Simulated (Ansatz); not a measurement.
System: hydrogen chloride, HCl, charge 0, multiplicity 1. 
Coordinates optimised at B3LYP-D3(BJ)/def2-TZVP (Ansatz, a first-principles code):
```
Cl
H 1 1.2820
```
Charge 0, spin multiplicity 1.

Basis-set convergence of Hartree-Fock and CCSD(T) correlation energies (hartree) with Ansatz. Cores are frozen in the correlated levels unless marked. Spin-orbit coupling is left out. Non-relativistic.

```csv
basis,functions,E(HF),"E(corr, CCSD(T))"
def2-SVP,23,-459.93822,-0.16395
def2-TZVPP,56,-460.09902,-0.23220
def2-QZVPP,100,-460.11216,-0.25259
```

Extrapolating the two largest sets (X = 3 and 4) as X^-3: E(corr) = (64·(-0.25259) - 27·(-0.23220))/37 = -0.2675 Eh, an estimate of the basis-set limit. The largest set recovers 94.4 % of it, the smallest 61.3 %.
